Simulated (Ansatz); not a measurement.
# The silicon atom (triplet): wave-function methods side by side, 6-31G*

How much of the correlation energy of the silicon atom (triplet) does each wave-function method recover here?

Method: 6-31G*, core rule «outside noble gas», up to 5 orbitals frozen; program: Ansatz 0.2.0, Gaussian basis.

The runs, in order: CCSD(T) on UHF; BCCD(T) on ROHF; CISD; CCSDT(Q) on ROHF; CCSDT(Q) on UHF; CASSCF and MRCISD+Q, 4 electrons in 4 orbitals; CASSCF and MRCISD+Q(relaxed), 4 electrons in 4 orbitals; CASSCF and NEVPT4(SD), 4 electrons in 4 orbitals; CASSCF and NEVPT2, 4 electrons in 4 orbitals; Full CI.

**1. The atom**

A free atom, in its lowest state of this spin that the program finds.

1 atom, charge 0, spin multiplicity 3.

**2. CCSD(T) on UHF**

in.yaml reads:

```yaml
crystal:
  periodic: [false, false, false]
  atoms:
    - {symbol: Si, position_ang: [0.000000, 0.000000, 0.000000]}
basis:
  gaussian: {orbitals: "6-31G*"}
magnetization: {spin_polarized: true, initial_magnetization: 2}
correlation: {method: ccsd_t, electrons: outside_noble_gas}
```

Started as:

```sh
ansatz run in.yaml --threads 1 --pin off --events-out ev --progress --plain --max-ram 7833MiB
```

The runs that follow: BCCD(T) on ROHF; CISD; CCSDT(Q) on ROHF; CCSDT(Q) on UHF; CASSCF and MRCISD+Q, 4 electrons in 4 orbitals; CASSCF and MRCISD+Q(relaxed), 4 electrons in 4 orbitals; CASSCF and NEVPT4(SD), 4 electrons in 4 orbitals; CASSCF and NEVPT2, 4 electrons in 4 orbitals; Full CI.

Before running them: what should the planned runs give, taken together? Wanted: FCI below the UHF energy; UMP2 from FCI; UCCSD(T) from FCI; UCCSDT(Q) from FCI; NEVPT2 valence from FCI; NEVPT4(SD) valence from FCI; MRCISD+Q valence from FCI; effectively unpaired electrons.

As calculated:

```
                         quantity                                                                                                                         value
         FCI below the UHF energy                                                                                                                    -1.5694 eV
                    UMP2 from FCI                                                                                                                  +45.8 kJ/mol
                UCCSD(T) from FCI                                                                                                                   +0.8 kJ/mol
               UCCSDT(Q) from FCI                                                                                                                    0.0 kJ/mol
          NEVPT2 valence from FCI                                                                                                                  +31.8 kJ/mol
      NEVPT4(SD) valence from FCI                                                                                                                   +1.7 kJ/mol
        MRCISD+Q valence from FCI                                                                                                                   -2.2 kJ/mol
levels within 1 kcal/mol (43 meV)  UCCSD, UCCSD(T), BCCD(T), UCCSDT, UCCSDT(Q), NEVPT4(SD) valence, MRCISD valence, MRCISD+Q valence, MRCISD+Q(relaxed) valence
   effectively unpaired electrons                                                                                                                          2.03
```

What this shows: UCCSD(T) lands +0.8 kJ/mol from the yardstick (0.5 % of the correlation energy). MRCISD+Q valence, MRCISD+Q(relaxed) valence fall below full CI: the +Q correction isn't variational, and the cores differ from full CI's. One determinant dominates. Of the multireference levels listed NEVPT4(SD) valence comes nearest in total energy (+1.7 kJ/mol), which doesn't show that its space is the better one. These misses are within one basis, not against nature; the frozen cores of restricted and unrestricted runs differ, which can shift their rows.
